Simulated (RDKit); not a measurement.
Input file for RDKit: UFF on C2H6N2O2 (a complex).

```python
from rdkit import Chem
from rdkit.Chem import AllChem, rdDetermineBonds

blocks = [
'''6

C    -2.01864900    0.05288300    0.00000000
O    -1.45220000    1.14363400    0.00000000
N    -1.40777000   -1.14248400    0.00000000
H    -1.96459600   -1.97703600    0.00000000
H    -0.38724400   -1.20778200    0.00000000
H    -3.11706100   -0.01370100    0.00000000
''',
'''6

C     2.01864900   -0.05288300    0.00000000
O     1.45220000   -1.14363400    0.00000000
N     1.40777000    1.14248400    0.00000000
H     1.96459600    1.97703600    0.00000000
H     0.38724400    1.20778200    0.00000000
H     3.11706100    0.01370100    0.00000000
''',
]
mol = None
for b in blocks:
    f = Chem.MolFromXYZBlock(b)
    rdDetermineBonds.DetermineBonds(f, charge=0)
    mol = f if mol is None else Chem.CombineMols(mol, f)
Chem.SanitizeMol(mol)
print(Chem.MolToSmiles(Chem.RemoveHs(mol)))
ff = AllChem.UFFGetMoleculeForceField(mol, vdwThresh=100.0, ignoreInterfragInteractions=False)
e = ff.CalcEnergy()
print(f'UFF energy {e:.6f} kcal/mol')
```

Output:

```
NC=O.NC=O
UFF energy 85.065005 kcal/mol
```

The run finished.

Cost: around 0.020 core-seconds (rough).
